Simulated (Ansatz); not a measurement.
# C₂H₃FO (singlet): wave-function methods side by side, 6-31G*

An exercise on one series of results from a longer session: the logs are not shown, and one member is left open.

Computed with Ansatz 0.2.0, Gaussian basis. Level: 6-31G*, core rule «outside noble gas», up to 4 orbitals frozen.

Plan: UHF; CCSD(T) on RHF; BCCD(T) on RHF; CISD; CCSDT(Q) on RHF; CASSCF and MRCISD+Q, 8 electrons in 8 orbitals; CASSCF and NEVPT2, 8 electrons in 8 orbitals.

20 further runs of the same task are left out: 2 that didn't finish, 18 set aside as unsound or not needed.

## The geometry

The geometry is an MP2(full)/6-31G* stationary point (not a proven minimum).

7 atoms, charge 0, spin multiplicity 1.

Atoms are counted from 1 here; the program's logs count them from 0.

Bond lengths: C1–O2 1.198 Å, C1–F3 1.368 Å, C1–C4 1.493 Å, C4–H5 1.088 Å, C4–H6 1.092 Å, C4–H7 1.092 Å. Angles: O2–C1–F3 120.7°, O2–C1–C4 129.3°, F3–C1–C4 110.1°, C1–C4–H5 109.7°, C1–C4–H6 109.4°, C1–C4–H7 109.4°, H5–C4–H6 110.3°, H5–C4–H7 110.3°, H6–C4–H7 107.7°.

Set-up of the first run:

in.yaml

```yaml
crystal:
  periodic: [false, false, false]
  atoms:
    - {symbol: C, position_ang: [0.081969, 0.137779, 0.000000]}
    - {symbol: O, position_ang: [0.208620, 1.328582, 0.000000]}
    - {symbol: F, position_ang: [-1.161981, -0.431362, 0.000000]}
    - {symbol: C, position_ang: [1.131423, -0.924841, 0.000000]}
    - {symbol: H, position_ang: [2.117852, -0.465716, 0.000000]}
    - {symbol: H, position_ang: [1.006838, -1.557024, 0.881549]}
    - {symbol: H, position_ang: [1.006838, -1.557024, -0.881549]}
basis:
  gaussian: {orbitals: "6-31G*"}
magnetization: {spin_polarized: true, initial_magnetization: 0}
hamiltonian: {xc: hf}
output: {orbitals: {seedname: orbitals}}
```

On the command line:

```sh
$ ansatz run in.yaml --threads 1 --pin off --events-out ev --progress --plain --max-ram 4096MiB --backend cpu
```

Among the steps run: UHF; CCSD(T) on RHF; BCCD(T) on RHF; CISD; CCSDT(Q) on RHF; CASSCF and MRCISD+Q, 8 electrons in 8 orbitals; CASSCF and NEVPT2, 8 electrons in 8 orbitals.

One table of the session follows, with a row left open; its other results are not shown here.

| method | from RCCSDT(Q) (meV) |
| --- | --- |
| RHF | +17496.6 |
| RMP2 | +1070.2 |
| CISD | +2696.8 |
| RCCSD | +567.8 |
| RCCSD(T) | +64.3 |
| BCCD(T) | +54.5 |
| RCCSDT | +42.9 |
| RCCSDT(Q) | 0 |
| CASSCF frontier | +13882.2 |
| MRCISD frontier | +1729.6 |
| MRCISD+Q frontier | ? |

**Question.** Estimate the row for MRCISD+Q frontier.

**Answer.** from RCCSDT(Q) (meV): +310.5. In the column «from RCCSDT(Q) (meV)» it lies between RCCSD(T) (+64.3) and RCCSD (+567.8).

Not comparable, so not listed: CASSCF and NEVPT2, 8 electrons in 8 orbitals (they don't share determinant, frozen orbitals or solution with the rows shown, or repeat one).

To keep in mind: Warnings in the runs' records: passed over end.
